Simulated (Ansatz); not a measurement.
in.yaml

```yaml
crystal:
  periodic: [false, false, false]
  atoms:
    - {symbol: O, position_ang: [0.000000, 0.000000, 0.000000]}
    - {symbol: C, position_ang: [0.000000, 0.000000, 1.195530]}
basis:
  gaussian: {orbitals: 6-31G}
total_charge: 1
magnetization: {spin_polarized: false, initial_magnetization: 3}
correlation: {method: bccd_t, electrons: outside_noble_gas}
```

```sh
$ ansatz run in.yaml --threads 1 --pin off --events-out ev --progress --plain --max-ram 2393MiB
```

Log:

```
202 factors; integrals over basis functions are off by at most 2.1e-4 eV
mean field evaluation 1: about -3045.6362 eV, gradient 2.4e1 eV
mean field evaluation 2: about -3045.6578 eV, gradient 2.4e1 eV
mean field evaluation 4: about -3047.6024 eV, gradient 4.2e0 eV
mean field evaluation 8: about -3047.6827 eV, gradient 2.0e-3 eV
mean field evaluation 16: about -3048.3510 eV, gradient 1.2e0 eV
mean field evaluation 32: about -3048.4812 eV, gradient 6.7e-1 eV
mean field evaluation 64: about -3047.6798 eV, gradient 5.0e-1 eV
mean field evaluation 96: about -3048.5100 eV, gradient 2.9e-5 eV
mean field evaluation 128: about -3044.2929 eV, gradient 4.5e0 eV
mean field evaluation 160: about -3040.5188 eV, gradient 5.2e-1 eV
...
mean field -3048.51000739 eV, -112.0306764173 hartree, gradient 1.5e-6 eV, S^2 3.750000; 8 other end points of the search recorded, 0 dependent functions left out
...
determinant -3048.51000739 eV, -112.0306764173 hartree, with singles and doubles -3052.28485112 eV, -112.1693993658 hartree
determinant -3047.68267243 eV, -112.0002724184 hartree, with singles and doubles -3051.20460593 eV, -112.1297010871 hartree
determinant -3044.45064111 eV, -111.8814974581 hartree, with singles and doubles -3047.49754061 eV, -111.9934689493 hartree
2 core orbitals not correlated: weight in the atoms' cores, before any rotation towards them, 1.000 or more for the frozen orbitals, at most 0.000 for the correlated occupied ones
reference -3048.51000739 eV, -112.0306764173 hartree; 6, 3 occupied and 10, 13 virtual orbitals, 202 factors
second order -3.16673650 eV of doubles, -0.03569637 eV of singles
...
cycle   4  -3.83015500 eV  change   -3.5e-2 eV  update   9.6e-3
cycle   5  -3.88468594 eV  change   -5.5e-2 eV  update   6.3e-3
cycle   6  -3.89456181 eV  change   -9.9e-3 eV  update   2.9e-3
cycle   7  -3.90245995 eV  change   -7.9e-3 eV  update   1.3e-3
cycle   8  -3.90500801 eV  change   -2.5e-3 eV  update   5.6e-4
cycle   9  -3.90473724 eV  change    2.7e-4 eV  update   2.0e-4
cycle  10  -3.90503128 eV  change   -2.9e-4 eV  update   8.6e-5
cycle  11  -3.90492326 eV  change    1.1e-4 eV  update   4.8e-5
cycle  12  -3.90495367 eV  change   -3.0e-5 eV  update   2.4e-5
cycle  13  -3.90494720 eV  change    6.5e-6 eV  update   8.7e-6
perturbative correction -0.30560098 eV, -0.0112306288 hartree
WARN: the results are in doubt because among natural orbitals full CI differs from the method by -0.101 eV
Total energy: -3052.72055557 eV, -112.1854112087 hartree
In doubt: among natural orbitals full CI differs from the method by -0.101 eV
```

For the same geometry and basis full CI lies 273.1 meV lower. By full CI's occupations no single determinant describes the state well. The program flagged this run's energy as in doubt. The determinant fills πx and πy unequally, so it is a mixture of Σ and Δ.

Ran on 1 thread of Arm Neoverse V1, shared host: 0.87 s wall, 0.13 GiB peak host memory.
